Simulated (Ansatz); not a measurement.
An Ansatz input:

```yaml
crystal:
  lattice:
    - [0.0, 2.6007920041, 2.6007920041]
    - [2.6007920041, 0.0, 2.6007920041]
    - [2.6007920041, 2.6007920041, 0.0]
  atoms:
    - { symbol: Yb, position: [0.0, 0.0, 0.0], spin: 1.0 }
hamiltonian:
  xc: mr2scan
  pseudopotentials:
    kind: paw
    azcp:
      Yb: "pseudopotentials/Yb.paw.azcp"
basis:
  ecutwfc: 500
  fft_grid_basis: typed
kpoints:
  mp_grid: { grid: [17, 17, 17], shift: [0, 0, 0] }
magnetization:
  spin_polarized: true
scf:
  occupations: { method: fermi_dirac, width: 0.05 }
```

and its output:

```
Warning: where an SCF of this run starts from atoms to list the orders of its open shells, Yb (site 0, from 0) starts with 0.44 μB on its 4f shell and 0.44 μB on its 5d shell, in the place of the 1.00 μB that the deck gives it: its open shells can hold no more by Hund's first rule. To start from spheres of the given moment, type scf.initial_density.shell_occupations: []
Engine: ansatz 0.2.0, aarch64-unknown-linux-gnu
Pseudopotentials: kind: paw
Pseudopotential: Yb, paw, valence charge 24, recommended cutoff 500 eV (meta_gga) 
Functional definition: m-r2SCAN
  exchange = m_r2scan_x
  correlation = m_r2scan_c
Crystal: 1 atoms, lattice volume = 35.184 Å³
Basis set: ecut = 500 eV, 893 PW (Γ), exchange–correlation on 108×108×108 points (64 copies of the dense FFT grid, shifted against one another)
Bands: 17, of which v1, the nominal top of the filled ones, is band 12 counted from 1 (11 counted from 0)
Symmetry: 48 space group operations
Space group: Fm-3m (ITA 225), of the structure as read, at distance tolerance 3.3e-5 Å
Magnetic group: BNS 225.116 (UNI 1618), of the structure as read, at distance tolerance 3.3e-5 Å
k-points: 165 of 4913
Non-local potential: Yb, projectors of the file, l = 0: 3, l = 1: 2, l = 2: 2, l = 3: 3
PAW form: soft (Blöchl's): semilocal exchange-correlation on the pseudo side does not see the compensation charge
PAW frozen core: Yb, regenerated for the run's functional (the file was generated under x = pbe(κ = 0.804, μ = 0.2195149727645171), c = pbe(β = 0.06672455060314922))
PAW one-centre angular grid: Yb, 2702 points (default); XC on 160 Gauss nodes
Initial density: superposition of atomic densities (chi_scale 0.1, normalization cell)
Starting moments: Σ|m| = 1 μB on 1 of 1 site
Initial wavefunctions: pseudopotential atomic-orbital guess
Functional: x = mr2scan, c = mr2scan; τ floored in thin density (d = 2e-4 eV/Å³)
iter 1 solved again at ethr=1.77e-4 eV; its pass at ethr=3.10e-3 eV (dr2=4.25e-2 eV) is discarded
SCF iter   1: F=—  HF=-13805.692423 eV  |F-HF|=—  |Δ(HF+E_count)|=         —  Δρ=3.29e-2 (↑3.05e-2 ↓3.29e-2)  dr2=4.30e-2  dr2_τ=1.65e-3  dr2_m=3.12e-1  M=0.324 μB ∫|m|=0.324 μB  β_m=0.48  ethr=1.77e-4  ⟨swp⟩=2.9  Hψ=42636  notcnv=0
Mixer restart at iter 1: flushing history
spin=Collinear: Kerker preconditioning applied to the charge; magnetization (m = ρ↑ − ρ↓) channel mixes plain (no charge-response kernel on spin).
SCF iter   2: F=—  HF=-13805.746163 eV  |F-HF|=—  |Δ(HF+E_count)|=   5.37e-2  Δρ=2.19e-2 (↑2.19e-2 ↓1.80e-2)  dr2=3.48e-2  dr2_τ=1.49e-3  dr2_m=1.21e-1  M=0.269 μB ∫|m|=0.269 μB  β_m=0.90  ethr=1.77e-4  ⟨swp⟩=3.4  Hψ=13961  notcnv=0  defer=25  κ⁻¹=1.0e0(r=1)
SCF iter   3: F=—  HF=-13805.757748 eV  |F-HF|=—  |Δ(HF+E_count)|=   1.16e-2  Δρ=7.45e-3 (↑3.93e-3 ↓7.45e-3)  dr2=1.95e-2  dr2_τ=1.69e-4  dr2_m=6.66e-3  M=0.110 μB ∫|m|=0.178 μB  β_m=1.00  ethr=1.45e-4  ⟨swp⟩=2.3  Hψ=13138  notcnv=0  defer=66  κ⁻¹=2.5e-1(r=2)
SCF iter   4: F=—  HF=-13805.782468 eV  |F-HF|=—  |Δ(HF+E_count)|=   2.47e-2  Δρ=3.20e-3 (↑3.20e-3 ↓2.81e-3)  dr2=1.16e-2  dr2_τ=4.92e-5  dr2_m=1.41e-4  M=0.055 μB ∫|m|=0.147 μB  β_m=0.43  ethr=8.12e-5  ⟨swp⟩=2.5  Hψ=9976  notcnv=0  defer=66  κ⁻¹=5.0e-3(r=3)
...
SCF iter  18: F=—  HF=-13805.839998 eV  |F-HF|=—  |Δ(HF+E_count)|=   1.18e-7  Δρ=3.85e-6 (↑3.85e-6 ↓2.48e-6)  dr2=6.88e-9  dr2_τ=3.74e-11  dr2_m=2.43e-10  M=0.000 μB ∫|m|=0.000 μB  β_m=0.92  ethr=4.58e-11  ⟨swp⟩=2.3  Hψ=9521  notcnv=0  defer=67  κ⁻¹=1.8e-5(r=8)
iter 19 did not close the SCF: its close was put off for a magnetic moment that had not settled (scf_convergence_deferred on its scf_iter line)
SCF iter  19: F=-13805.839998 eV  HF=-13805.839998 eV  |F-HF|=9.41e-8  |Δ(HF+E_count)|=   1.36e-8  Δρ=8.68e-6 (↑7.54e-6 ↓8.68e-6)  dr2=8.19e-8  dr2_τ=4.14e-11  dr2_m=1.11e-10  M=0.000 μB ∫|m|=0.000 μB  β_m=1.00  ethr=2.87e-11  ⟨swp⟩=1.6  Hψ=16152  notcnv=0  κ⁻¹=3.6e-6(r=8)
SCF iter  20: F=-13805.839998 eV  HF=-13805.839998 eV  |F-HF|=9.24e-8  |Δ(HF+E_count)|=  8.97e-10  Δρ=8.15e-6 (↑7.98e-6 ↓8.15e-6)  dr2=7.62e-8  dr2_τ=1.30e-11  dr2_m=3.79e-12  M=0.000 μB ∫|m|=0.000 μB  ethr=2.87e-11  ⟨swp⟩=1.5  Hψ=13590  notcnv=0
SCF 1 converged in 20 iterations: F = -13805.839998 eV  dr2 = 7.62e-8
WARN: the starting moments were not kept: the SCF closed with an absolute magnetisation of 1.4e-5 μB, where they sum to 1 μB in size (1 site). That is at most 0.1 of that sum. Measured as dr2_m measures the in/out step, that magnetisation stands 9.5e-11 eV from none, at or under the dr2_threshold of 1.0e-7 eV: it is no larger than a step whose dr2_m would equal this threshold. The system may hold no moment; this SCF shows only that its start led to no more than that. To try another start: raise the starting moments (crystal.atoms[].spin, magnetization.per_species, magnetization.initial_magnetization, or on a non-collinear deck that types none of these the spinor_matrix: blocks that start its atoms; where the total moment is fixed, keep their sum and leave initial_magnetization as it is; typed ones take the place of any that the run laid by itself, positive ones on a crystal's lanthanoids without a Hubbard term where scf.initial_density.shell_occupations: [] is typed) or, if the notice of its spin-set hold's release reads "site moments contracting" or "site moments show no strong build", lengthen the hold (scf.mixing.spin_hold: { on: { confirm: 4 } }; for m-r²SCAN on two components see the key's manual first). Each may lead to a state that holds a moment. A second SCF, from the converged charge density, with the starting moments and any scf.initial_density.shell_occupations laid on it anew, would have followed, and was not run: the deck does not ask for one (magnetization.retry_lost_moments is false, the default). To let it run, set magnetization.retry_lost_moments: true and run the deck again, where that key's refused combinations let it; where memory then withholds it, that run's warning says so.
this state was not tested for a lower state beside it, because the mixer in use, unlike msr1, does not test its closes by its own steps (another_mixer; see scf.mixing.algorithm and scf.lower_state_search)
SCF converged after 20 iterations
Magnetization: 0.0000 μB (12.0000 up, 12.0000 down)
Absolute magnetization: 0.0000 μB (∫|ρ↑−ρ↓|, with the PAW one-centre terms)
Spin contamination: 0.0000 ħ² per cell (⟨S²⟩ above its minimum at these occupations)
Per-site moments (μB) at R_I (Å): [(-1.8684646544970956e-6, 1.5172060716077604)]
Free energy (F): -13805.839998 eV
Harris-Foulkes:  -13805.839998 eV  (|F-HF|=9.24e-8)
Internal energy: -13805.829161 eV  (E = F + TS)
E sigma→0 (E₀):  -13805.834579 eV
Entropy (-TS):   -0.010837 eV (-10.837 meV/atom)
Fermi energy:    10.880238 eV
--- Per-component energies (eV) ---
  E_band       = -4.551587
  E_kinetic    = 354.611035
  E_local      = -6245.054362  (includes V_loc(G=0)·N_el)
  E_nonlocal   = 545.193696
  E_hartree    = 2717.424046
  E_xc         = -159.960078
  E_vxc        = -228.118821  (∫ρ·V_xc dr)
  E_paw        = -7363.492382  (= ΣΔE_a)
  E_vpaw       = 119.777307  (= ΣTr[D̂ρ^β])
  E_aug_tail   = 0.000002  (compensation charges beyond the density's cutoff)
  E_vtau       = 14.162540  (kinetic-family band-sum trace: ∫τ·v_τ [+ j·A + Jᵃ·Aᵃ] dr)
  E_ewald      = -3655.400324
  E_core_change = 0.849206  (= ΣΔE_core)
  E_smearing   = -0.010837  (= −TS)
  E_closure    = -0.000000  (closes the sum)
  Σ components = -13805.839998   (vs F -13805.839998, Δ=0.00e0)
```
